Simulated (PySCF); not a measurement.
**Adding and removing an electron: AlCl**

RHF; basis Al def2-TZVPPD, Cl def2-TZVPPD; no relativity; PySCF 2.14. Neutral (RHF): singlet (closed shell), Re = 2.150 Å, ωe = 475 cm⁻¹, De = 4.01 eV, HOMO -9.03 eV, LUMO 0.85 eV.

AlCl⁺ (UHF): doublet (σ ↑), Re = 2.012 Å, ωe = 634 cm⁻¹, De = 1.43 eV to Al⁺ + Cl. The energies at the minima are -701.49909 hartree for AlCl and -701.19840 for AlCl⁺.

Task: Work out the adiabatic ionisation energy, without and with harmonic zero-point energies (1 hartree = 27.2114 eV, 1 eV = 8065.5 cm⁻¹), and the change of the bond length.

Result: At HF: 0.30069 hartree = 8.182 eV between the minima; the zero-point term (634.0 − 475.0)/2 cm⁻¹ = +0.010 eV makes it 8.192 eV. Re changes by -13.8 pm against the neutral. Minus the HOMO energy is 9.03 eV, +0.85 eV from the value between the minima; Hartree–Fock orbital energies leave out relaxation and correlation. The electron leaves a σ orbital, and the shorter bond of the ion fits an antibonding orbital, or a change in how ionic the bond is.

For an ion De counts to the pair picked by the measured ionisation energies or electron affinities, which need not be the lowest pair at this level. Where the molecule has an RHF reference, its open-shell atoms are computed with UHF. Hartree–Fock leaves out correlation, which carries a large part of most bond energies and some tenths to 1 eV of ionisation energies. States were picked by a PBE0 search and need not be the measured ground states.

Neutral and ion stand on different kinds of reference determinant, which adds to the error of the difference.
